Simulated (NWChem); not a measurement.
**Total energies of hydrogen chloride (HCl)**

```
Cl
H 1 1.2897
```
Charge 0, spin multiplicity 1.

The numbers come from NWChem runs, not from measurements. All single points use one geometry, from B3LYP/def2-SVP, a minimum by its harmonic frequencies.

Basis set: cc-pVQZ (89 functions).

| method | total energy (Ha) | relative cost |
|---|---|---|
| RHF | -460.11091 | 1 |
| MP2 | -460.33355 | under 3 |
| B2PLYP | -460.70498 | 3 |
| PBE | -460.63840 | under 3 |
| B3LYP | -460.84779 | under 3 |
| r2SCAN | -460.79691 | under 3 |
| CCSD(T) | -460.36204 | 20 |

Total energies of different functionals aren't comparable as a measure of quality: only differences taken within one method are. The cost column gives rough processor time relative to RHF; each entry includes its own SCF.

The correlated methods keep 5 core orbitals frozen. B3LYP has NWChem's definition, with VWN1-RPA local correlation. Coupled-cluster values serve here as a point of comparison, not as the truth.
